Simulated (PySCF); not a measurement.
**Working out the electron affinity of S**

S⁻ [Ne] 3s2 3p5 (2P) → S [Ne] 3s2 3p4 (3P). Calculation: PySCF 2.14, in aug-cc-pVQZ-DK (7s6p4d3f2g, 84 functions); the spin-free X2C one-electron Hamiltonian (Gaussian nucleus). Frozen: [Ne]. Energies in hartree (1 hartree = 27.21139 eV):

```csv
part,S⁻ (lower),S (upper)
UHF,-398.626067,-398.594064
MP2 opposite-spin,-0.132356,-0.099833
MP2 same-spin,-0.037632,-0.028468
```

Task: What does Hartree-Fock give?

Result: (-398.594064) − (-398.626067) = 0.032003 hartree = 0.871 eV.

Task: What do MP2 and SCS-MP2 (6/5 opposite-spin, 1/3 same-spin) give?

Result: The opposite-spin parts differ by 0.885 eV and the same-spin parts by 0.249 eV. MP2: 0.871 + (0.885) + (0.249) = 2.005 eV. SCS-MP2: 0.871 + 1.2 × (0.885) + (0.249)/3 = 2.016 eV.

A first-order spin-orbit estimate adds -0.003 eV to MP2 (valence), giving 2.002 eV against 2.077 eV (measured; photodetachment measurements, as compiled on the Wikipedia data page of electron affinities).

What remains against the reference includes basis incompleteness, the frozen core and correlation beyond second order.
